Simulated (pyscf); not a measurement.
Single points on ωB97X-D3(BJ)/def2-SVP structures (PySCF, gas phase).

### Question
H₂O (SMILES O) + F–SiH•–Cl (SMILES F[SiH]Cl) → HO–SiH•–Cl (SMILES O[SiH]Cl) + HF (SMILES F)
Surface: doublet. Broken: H–O, F–Si. Formed: O–Si, F–H. Give ΔE‡ and ΔE from ωB97M-D3(BJ)/def2-TZVP, relative to the separated reactants.

### Answer
ΔE‡ = 0.95 eV, ΔE = +0.34 eV. Zero-point energy shifts the barrier by 0.00 eV. It is a four-centre exchange, with an imaginary mode of 794i cm⁻¹. On the product side the descent ends in a complex, 0.18 eV under the separated species and 0.85 eV under the saddle at ωB97X-D3(BJ)/def2-TZVP. This is the saddle that the search found; another between the same sides may lie lower.
